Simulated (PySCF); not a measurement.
Unknown compound

An unknown has the formula C₆H₁₂. Its calculated NMR data are:

$^{1}$H NMR (500 MHz, computed): δ 1.33 (s, 12H).

$^{13}$C{$^{1}$H} NMR (computed): δ 28.7 (CH2).

PySCF 2.14.0 with density-fitted response routines calculation with J couplings at B3LYP/pcJ-1 (without the spin–dipole term), PBE0-D3(BJ)/def2-SVP geometry and NMR shieldings at PBE0/pcSseg-1/GIAO; a single conformation, in vacuum, one averaged value for each set of equivalent atoms, non-relativistic Hamiltonian.

δ = σ(ref) − σ, references computed at the same level: $^{1}$H (31.27 ppm), $^{13}$C (184.41 ppm) against TMS.

Propose a structure and justify it.

## Answers


Rings plus π bonds: 1 (1 ring in the answer). 1 carbon signal for 6 carbons: some carbons are equivalent by symmetry or fast rotation. Carbon types of the structure: 6 × CH2, which accounts for all hydrogens. δC 28.7: sp3 CH2 in a ring; aliphatic region, no heteroatom directly attached. δH 1.33: hydrogen on an sp3 CH2 in a ring; far from electronegative atoms and π systems.

The compound is `C1CCCCC1`.

The shifts were computed for this structure.

Shifts are as computed. Against solution values, carbons near 30 ppm lie about +2 ppm off and those near 130 ppm about +4 ppm. Of 246 compounds with measured shifts, 49 miss one by over three times the rms of a fit or turn the order of signals round; such compounds aren't used in these exercises.
